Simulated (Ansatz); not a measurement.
## Strength of the C–C bond: C3H6O2 → C2H3O2 + CH3

Species: C3H6O2 `COC(C)=O`, singlet; C2H3O2 `CO[C]=O`, doublet; CH3 (methyl radical) `[CH3]`, doublet. 

Shapes, held fixed at every level: PBE0-D4/def2-TZVP. Flexible molecules stand in one conformer, not always the lowest. Programs: Ansatz 0.2.0. The zero-point and thermal change to 298 K, harmonic and unscaled (PBE0-D4/def2-TZVP), is -21.7 kJ/mol.

(1) Estimate ΔH(298 K) of this reaction.

Results:

(1) The highest level, CCSD(T)/CBS estimate, gives ΔH(298 K) = +397.6 kJ/mol; the levels span +297.7 to +460.1. The column of differences is taken from that level and isn't an error. Hartree–Fock misses the correlation of the pair that is broken and comes out low. No measured value is set beside it here. Open shells run unrestricted unless RO is named. The CBS estimate extrapolates MP2 from def2-TZVPP and def2-QZVPP and adds CCSD(T) − MP2 in the triple-zeta set, cores frozen.

```csv
level,kind,ΔH(298 K) (kJ/mol),less CCSD(T)/CBS estimate
HF/def2-SVP,Hartree–Fock,+297.7,-99.9
SPW92/def2-TZVPP,LDA,+460.1,+62.5
r2SCAN-D4/def2-TZVPP,meta-GGA,+366.8,-30.8
B2PLYP/def2-TZVPP,double hybrid,+376.9,-20.7
MP2/def2-TZVPP,perturbation theory,+405.0,+7.4
CCSD(T)/def2-SVP,coupled cluster or CI,+385.9,-11.7
CCSD/def2-TZVPP,coupled cluster or CI,+381.4,-16.2
CCSD(T)/CBS estimate,coupled cluster or CI,+397.6,0.0
```
